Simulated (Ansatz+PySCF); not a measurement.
Results of a calculation; reference values are marked as such.
# Several solutions for doublet C₂(-)

```xyz
2

C     0.0000    0.0000   -0.6337
C     0.0000    0.0000    0.6337
```

Basis set: def2-SVP (spherical functions). Charge -1, multiplicity 2.

ROHF was run from several starts with Ansatz (development build ahead of 0.2.0) and PySCF 2.14.0.

```csv
run,program,start,converged,energy (hartree),<S²>
A,Ansatz,stability test followed,yes,-75.48390,0.75
B,Ansatz,search for the lowest state,yes,-75.48390,0.75
C,PySCF,program defaults,yes,-75.45954,0.75
D,PySCF,"guess 1e, instabilities followed",yes,-75.48391,0.75
E,PySCF,"guess atom, instabilities followed",yes,-75.48391,0.75
F,PySCF,"guess huckel, instabilities followed",yes,-75.48391,0.75
G,PySCF,"guess minao, instabilities followed",yes,-75.48391,0.75
H,Ansatz,"atomic start, no search",yes,-75.45954,0.75
```

Q: Which runs reached the lowest solution of this kind, and what is wrong with the others?

A: A, B, D, E, F, G reached the lowest solution found. Converged but too high: C by 0.66 eV, H by 0.66 eV. Convergence only shows a stationary point, and even a stable one can lie too high; stability tests and further starts are what find lower ones. Caution: this determinant is likely not that of the ground state. Caution: no diffuse functions for an anion. Caution: the determinant may break the point group.
